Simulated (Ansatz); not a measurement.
Ansatz (a quantum-chemistry and plane-wave program) input (PBE/6-31G*):

Ansatz 0.2 input:
```yaml
crystal:
  periodic: [false, false, false]
  atoms:
    - {symbol: Si, position_ang: [-0.00000000, -0.00000000, -0.55023073]}
    - {symbol: O, position_ang: [0.00000000, 0.00000000, 0.96290378]}
basis:
  gaussian:
    orbitals: 6-31G*
hamiltonian:
  xc: {name: PBE}
output: {forces: true}
```

Output:

```
Functional definition: PBE
integrals: 0.00 GiB planned
333 factors; their error is unknown
mean field: 0.06 GiB planned
mean field evaluation 1: about -9908.4659 eV, gradient 6.9e1 eV
mean field evaluation 2: about -9766.8353 eV, gradient 1.9e2 eV
mean field evaluation 4: about -9917.6230 eV, gradient 1.1e1 eV
mean field evaluation 8: about -9918.0119 eV, gradient 8.6e-2 eV
mean field -9917.97708737 eV, -364.4789353145 hartree, gradient 1.1e-5 eV, S^2 0.000000; 0 other end points of the search recorded, 0 dependent functions left out
the calculation of the forces begins
reference -9917.97711088 eV, -364.4789361784 hartree; 11, 11 occupied and 23, 23 virtual orbitals, 333 factors
Total energy: -9917.97711088 eV, -364.4789361784 hartree
Atom 0 at    -0.000000    -0.000000    -0.550231 Å, force    -0.000000     0.000000    -1.610196 eV/Å
Atom 1 at     0.000000     0.000000     0.962904 Å, force     0.000000    -0.000000     1.610196 eV/Å
Dipole moment:     0.000000     0.000000    -0.478095 e Å
```

The geometry given is a B3LYP-D3(BJ)/def2-TZVP minimum.
